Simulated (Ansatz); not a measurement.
# C4H4F2: the cost of one run

Method: the settings change from run to run; program: Ansatz 0.2.0, Gaussian basis.

## Step 1: The geometry

The geometry comes from an earlier relaxation with PBE0-D4/def2-TZVP; it is a stationary point, not always the lowest conformer.

SMILES `C=C/C(F)=C\F`, 10 atoms, charge 0, spin multiplicity 1.

Atoms are counted from 1 here; the program's logs count them from 0.

Bond lengths: C1–C2 1.331 Å, C1–H7 1.083 Å, C1–H8 1.082 Å, C2–C3 1.441 Å, C2–H9 1.084 Å, C3–F4 1.342 Å, C3–C5 1.331 Å, C5–F6 1.334 Å, C5–H10 1.082 Å. Angles: C2–C1–H7 121.5°, C2–C1–H8 120.9°, H7–C1–H8 117.7°, C1–C2–C3 123.8°, C1–C2–H9 121.1°, C3–C2–H9 115.1°, C2–C3–F4 116.5°, C2–C3–C5 126.7°, F4–C3–C5 116.8°, C3–C5–F6 120.9°, C3–C5–H10 124.5°, F6–C5–H10 114.7°.

## Step 2: BCCD(T)/6-31G*

This run has a point charge of 1.00 e beside it, high accuracy.

File in.yaml:

```yaml
crystal:
  periodic: [false, false, false]
  atoms:
    - {symbol: C, position_ang: [-0.480929, -1.678588, 0.612452]}
    - {symbol: C, position_ang: [-0.125554, -0.395895, 0.621199]}
    - {symbol: C, position_ang: [0.135993, 0.370894, -0.570713]}
    - {symbol: F, position_ang: [0.004837, -0.274561, -1.739680]}
    - {symbol: C, position_ang: [0.493759, 1.651768, -0.630216]}
    - {symbol: F, position_ang: [0.647865, 2.371562, 0.482357]}
    - {symbol: H, position_ang: [-0.595119, -2.227325, -0.314318]}
    - {symbol: H, position_ang: [-0.666122, -2.209548, 1.537187]}
    - {symbol: H, position_ang: [-0.012947, 0.147785, 1.552498]}
    - {symbol: H, position_ang: [0.681417, 2.192708, -1.547965]}
basis:
  gaussian: {orbitals: "6-31G*", point_charges: [{charge: 1.00, position_ang: [5.279, 0.315, 0.947]}]}
hamiltonian: {xc: {name: HF}}
correlation: {method: bccd_t}
accuracy: high
```

Run with:

```
$ ansatz run in.yaml --threads 4 --pin off --events-out ev --progress --plain --max-ram 10444MiB
```

**Question.** How long does this run take on 4 threads of Intel Xeon 6975P-C, shared host, and how much memory does it need?

About 13 s, with a peak of 1.1 GiB.
